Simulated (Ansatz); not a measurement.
# F₂: an active-space calculation

Computed with Ansatz 0.2.0 through its Python package.

Typed at the interpreter:
```pycon
>>> import warnings
>>> import ansatz as az
>>> warnings.simplefilter("ignore", az.DeckWarning)
>>> geometry_ang = [
...     ("F", (0.0, 0.0, 0.0)),
...     ("F", (0.0, 0.0, 1.23)),
... ]
>>> molecule = az.Crystal.molecule()
>>> for symbol, xyz in geometry_ang:
...     molecule = molecule.atom(symbol, xyz)
...
>>> setup = (
...     molecule.calculation()
...     .basis(gaussian="def2-SVP")
...     .correlation(active_electrons=2, active_orbitals=2)
... )
>>> for method in [None, "sc_nevpt2", "fic_mrcisd_q"]:
...     data = (setup if method is None else setup.correlation(method)).run(threads=1, backend="cpu").report
...     space = data["configurations"]
...     state = space["states"][0]
...     print(method or "casscf", f"total {data['free_energy_ev'] / 27.211386246:.6f} Ha, active-space state {state['energy']['hartree']:.6f} Ha, mean field {data['reference_energy_ev'] / 27.211386246:.6f} Ha")
...     print("  determinants", state["n_determinants"], " natural occupations", [round(n, 3) for n in space["natural_occupations"]])
...
casscf total -198.545159 Ha, active-space state -198.545159 Ha, mean field -198.498866 Ha
  determinants 4  natural occupations [1.945, 0.055]
sc_nevpt2 total -198.868267 Ha, active-space state -198.545159 Ha, mean field -198.498866 Ha
  determinants 2  natural occupations [1.945, 0.055]
fic_mrcisd_q total -198.881883 Ha, active-space state -198.545159 Ha, mean field -198.498866 Ha
  determinants 2  natural occupations [1.945, 0.055]
>>> print("effectively unpaired electrons, sum of min(n, 2 - n):", round(sum(min(n, 2 - n) for n in space["natural_occupations"]), 3))
effectively unpaired electrons, sum of min(n, 2 - n): 0.11
```

Notes:
- These settings explore the input space; basis and method may be short of convergence.
- The geometry is a force-field or estimated start, not a minimum of this method, and the basis set is short of its limit. The active space starts as a window about the frontier orbitals and is then optimised, not chosen by chemistry.
- The spin state was assumed, and another may lie lower.
- Timing: 1 s on 1 thread of Arm Neoverse V2, with other jobs on the host, peak memory 0.14 GiB.
